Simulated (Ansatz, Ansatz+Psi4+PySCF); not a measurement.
```yaml
atoms:
  - { symbol: B, position_ang: [-0.0071, 0.0024, -1.3298] }
  - { symbol: C, position_ang: [0.0071, -0.0066, 0.1804] }
  - { symbol: O, position_ang: [-0.0086, 0.0029, 1.3103] }
  - { symbol: H, position_ang: [0.0052, -1.1747, -1.6380] }
  - { symbol: H, position_ang: [-1.0258, 0.5959, -1.6516] }
  - { symbol: H, position_ang: [1.0270, 0.5844, -1.6504] }
```

Basis set: cc-pVTZ (spherical functions). Frozen core: 3 orbitals. Charge 0, multiplicity 1.

Computed with Ansatz (development build ahead of 0.2.0); each method stands on the lowest determinant of its kind that the runs found. Restricted open shells among the atoms or ions are ROHF, correlated in semicanonical orbitals with singles.

The atomization energy at this shape (free ground-state atoms in the same class of orbitals less the molecule, no zero-point energy) of singlet CH3BO:

```tsv
method	atomization energy
RHF-MP2	565.80 kcal/mol
```

Question: What does RHF give?

Answer: 420.75 kcal/mol.
